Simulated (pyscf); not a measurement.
One four-centre exchange on the singlet surface with elements of a group swapped. CCSD(T)/def2-TZVPP + ΔMP2(QZVPP), kcal/mol, from the separated reactants. Single points on ωB97X-D3(BJ)/def2-SVP structures (PySCF, gas phase). MP2 and CC: frozen core, UHF for open shells. ΔMP2 is the change of the MP2 total energy from the triple- to the quadruple-zeta basis.

```csv
step,barrier,reaction energy,imaginary mode (i cm⁻¹)
HF + HO–GeH₂–F → F–GeH₂–F + H₂O,?,?,558
HF + HO–SiH₂–F → F–SiH₂–F + H₂O,14.7,-9.2,732
```

### Question
Some entries are withheld; supply them.

### Answer

- HF + HO–GeH₂–F → F–GeH₂–F + H₂O, barrier: 7.6
- HF + HO–GeH₂–F → F–GeH₂–F + H₂O, reaction energy: -6.1

Row 1: On the reactant side the descent ends in a bound adduct, 8.5 kcal/mol under the separated species and 12.9 kcal/mol under the saddle at ωB97X-D3(BJ)/def2-TZVP. On the product side the descent ends in a complex, 6.0 kcal/mol under the separated species and 17.3 kcal/mol under the saddle at ωB97X-D3(BJ)/def2-TZVP. Row 2: On the reactant side the descent ends in a complex, 6.3 kcal/mol under the separated species and 17.7 kcal/mol under the saddle at ωB97X-D3(BJ)/def2-TZVP. On the product side the descent ends in a complex (not fully relaxed), 4.2 kcal/mol under the separated species and 24.7 kcal/mol under the saddle at ωB97X-D3(BJ)/def2-TZVP. Each row is the saddle that its search found. The CCSD(T) − MP2 part came from Ansatz, without density fitting, on the same reference. The frozen core leaves the outer d or s,p core shells of the metals and heavy elements correlated in the MP2 and CC values, and def2-TZVPP describes them poorly, which can shift differences by a few kcal/mol. Elements up to Kr have no core potential and no relativistic terms here.
